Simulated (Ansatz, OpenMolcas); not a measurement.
**A small benchmark: dipole moment**

6 molecules with oxygen; the dipole moment in D, computed less measured. Shapes, held fixed at every level: PBE0-D4/def2-TZVP. No vibrational averaging. Dipoles are compared by magnitude; molecules under 1 D, whose direction can flip, are left out. Programs: Ansatz 0.2.0, OpenMolcas 26.06. Measured values: NIST CCCBDB.

Levels: A = r2SCAN-D4/def2-TZVPP; B = B3LYP/6-31G* (Cartesian functions); C = wB97M-V/def2-TZVPP.

```
                 molecule  measured      A      B      C
  NOF (nitrosyl fluoride)      1.81  -0.48  -0.70  -0.36
         C2H2O (ethenone)      1.42  -0.01  -0.01  -0.02
SO2F2 (sulfuryl fluoride)      1.12  +0.02  +0.06  +0.04
          CH4O (methanol)      1.70  -0.10  -0.03  -0.06
         C3H3NO (oxazole)      1.50  +0.07  +0.05  +0.07
   C2H6O (dimethyl ether)      1.30  -0.15  -0.06  -0.08
```

**Question.** Which level does best on this set, which worst, and which err to one side?

**Answer.** 
```
                             level                    kind  mean error  mean absolute error  worst case
              r2SCAN-D4/def2-TZVPP                meta-GGA      -0.108                0.138         NOF
B3LYP/6-31G* (Cartesian functions)           global hybrid      -0.115                0.152         NOF
                wB97M-V/def2-TZVPP  range-separated hybrid      -0.068                0.105         NOF
```

On this set wB97M-V/def2-TZVPP has the smallest mean absolute error and B3LYP/6-31G* (Cartesian functions) the largest. Without NOF the largest would be that of r2SCAN-D4/def2-TZVPP. r2SCAN-D4/def2-TZVPP is too low in 4 of 6; B3LYP/6-31G* (Cartesian functions) is too low in 4 of 6; wB97M-V/def2-TZVPP is too low in 4 of 6. All levels miss NOF on one side, which points to its shape or to the tabulated value. The levels differ in basis as well as in method. The tabulated value of NOF is in doubt (older tables, estimates, or at odds with other calculations) and kept here. Over the 5 molecules whose values aren't doubted the mean absolute errors are A 0.070; B 0.042; C 0.054. The smallest two are near a tie. The largest two are near a tie. The set is small.
